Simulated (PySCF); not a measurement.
# TDDFT beside published excitation energies

Published values to compare with (the computed states carry no symmetry labels, so the two lists aren't matched line by line):

| state | E (eV) | f | kind of transition | source |
| --- | --- | --- | --- | --- |
| 3A''(n→π*) | 5.42 |  | vertical absorption | [1] |
| 1A''(n→π*) | 5.70 |  | vertical absorption | [1] |
| 3A'(π→π*) | 5.88 |  | vertical absorption | [1] |
| 1A'(π→π*) | 7.67 |  | vertical absorption | [1] |

[1] computed, CC3/TZVP, gas; arXiv:2401.06101 (2024), CC3 reference column of Thiel's set

Acetamide, C2H5NO.
Numbering: `[CH3:1][C:2]([NH2:3])=[O:4]` (hydrogens: H5, H6, H7 on C1; H8, H9 on N3)

Computed with PySCF 2.14.0, density-fitted response routines, TDDFT CAM-B3LYP/aug-cc-pVTZ, vertical, gas phase, core orbitals frozen in the response. Geometry: PBE0-D3(BJ)/def2-TZVP, one conformer, isolated molecule. Torsions of this conformer, `[CH3:1][C:2]([NH2:3])=[O:4]`: H–N3–C2–C1 176°, H–N3–C2–C1 8°.

Computed singlets: 5.70 eV (f 0.000); 6.45 eV (f 0.026); 6.58 eV (f 0.019); 7.23 eV (f 0.049); 7.49 eV (f 0.011); 7.55 eV (f 0.098); 7.62 eV (f 0.013); 7.69 eV (f 0.003); 7.84 eV (f 0.005); 8.16 eV (f 0.030). Computed triplets (Tamm–Dancoff): 5.22, 5.69, 6.34, 6.44 eV.

Q: How does the lowest computed singlet compare with the best estimate listed for the lowest singlet (vertical absorption)?

A: 5.70 eV against 5.70 eV for 1A''(n→π*) [1]: a difference of 0.00 eV. Geometry and basis of the two calculations needn't be the same.

Q: How does the lowest computed triplet compare with the best estimate listed for the lowest triplet (vertical absorption)?

A: 5.22 eV against 5.42 eV for 3A''(n→π*) [1]: a difference of -0.20 eV. Geometry and basis of the two calculations needn't be the same.
